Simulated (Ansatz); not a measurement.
**How basis sets differ on PN (phosphorus nitride)**

The species is PN (2 atoms), meant as a singlet with charge 0. As SMILES, `N#P`. The bond length is the measured one. The run starts from this shape.

```csv
atom,x (Å),y (Å),z (Å)
N,0.0000,0.0000,0.0000
P,0.0000,0.0000,1.4909
```

Each level gives the adiabatic ionisation energy (to the doublet cation, no zero-point term) (eV). The values are calculated.

```csv
level,kind,program,value (eV),CPU time (all runs)
HF/STO-3G,Hartree–Fock,Ansatz,6.00,2.2 s
HF/3-21G,Hartree–Fock,Ansatz,8.94,2.1 s
HF/6-31G* (Cartesian functions),Hartree–Fock,Ansatz,10.16,3.8 s
HF/cc-pVTZ,Hartree–Fock,Ansatz,10.11,8.4 s
```

The values span 6.00 to 10.16 eV. Spin contamination of the reference (⟨S²⟩ at least 0.1 too high) touches HF/STO-3G, HF/3-21G, HF/6-31G*, HF/cc-pVTZ. CPU times are rough (shared hosts, several kinds of processor): they show what a rung costs within a factor of a few.
